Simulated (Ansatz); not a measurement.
# CH₆NP: how energies converge with the basis set

An exercise on one series of results from a longer session: the logs are not shown, and one member is left open.

Computed with Ansatz 0.2.0, Gaussian basis. Level: one geometry, several basis sets.

The runs, in order: PBE0-D4/def2-SVP; ωB97M-V/def2-SVP; PBE0-D4/def2-QZVPP; ωB97M-V/def2-QZVPP; the functionals' def2-TZVPP values are taken from earlier runs.

2 further runs of the same task are left out: 2 that didn't finish.

## The geometry

All runs share one geometry, relaxed beforehand with PBE0-D4 in a triple-zeta def2 set.

SMILES `CNP`, 9 atoms, charge 0, spin multiplicity 1.

Atoms are counted from 1 here; the program's logs count them from 0.

Bond lengths: C1–N2 1.448 Å, C1–H4 1.092 Å, C1–H5 1.093 Å, C1–H6 1.099 Å, N2–P3 1.699 Å, N2–H7 1.009 Å, P3–H8 1.420 Å, P3–H9 1.434 Å. Angles: N2–C1–H4 109.0°, N2–C1–H5 110.0°, N2–C1–H6 114.1°, H4–C1–H5 107.7°, H4–C1–H6 107.7°, H5–C1–H6 108.1°, C1–N2–P3 118.1°, C1–N2–H7 113.1°, P3–N2–H7 117.4°, N2–P3–H8 98.4°, N2–P3–H9 104.2°, H8–P3–H9 92.6°.

The first run:

File in.yaml:

```yaml
crystal:
  periodic: [false, false, false]
  atoms:
    - {symbol: C, position_ang: [-0.327023, 0.845904, -0.843926]}
    - {symbol: N, position_ang: [0.456945, -0.175576, -0.180590]}
    - {symbol: P, position_ang: [-0.346764, -1.255855, 0.855186]}
    - {symbol: H, position_ang: [-1.266846, 0.407089, -1.186078]}
    - {symbol: H, position_ang: [0.207356, 1.215246, -1.723149]}
    - {symbol: H, position_ang: [-0.572822, 1.706284, -0.206428]}
    - {symbol: H, position_ang: [1.369320, 0.147308, 0.103254]}
    - {symbol: H, position_ang: [0.689152, -2.215934, 0.997952]}
    - {symbol: H, position_ang: [-0.120919, -0.720666, 2.166679]}
basis:
  gaussian: {orbitals: def2-SVP}
hamiltonian: {xc: pbe0, dispersion: d4}
output: {orbitals: {seedname: orbitals}}
```

Steps of the session up to this table: PBE0-D4 in def2-SVP; ωB97M-V in def2-SVP; PBE0-D4 in def2-QZVPP; ωB97M-V in def2-QZVPP.

One of the session's tables, all rows but one given; the rest of the session is left out.

It belongs to the step «Density functionals: the series». 

| functional | basis | HOMO (eV) | LUMO (eV) |
| --- | --- | --- | --- |
| PBE0-D4 | def2-SVP | -6.62 | 0.91 |
| PBE0-D4 | def2-TZVPP | -6.82 | 0.32 |
| PBE0-D4 | def2-QZVPP | -6.85 | 0.09 |
| ωB97M-V | def2-SVP | ? | ? |
| ωB97M-V | def2-TZVPP | -9.10 | 2.00 |
| ωB97M-V | def2-QZVPP | -9.13 | 1.49 |

Estimate the missing values for ωB97M-V, def2-SVP.

The run gave: HOMO (eV): -8.90; LUMO (eV): 2.80. In the column «HOMO (eV)» it lies between ωB97M-V, def2-TZVPP (-9.10) and PBE0-D4, def2-QZVPP (-6.85).
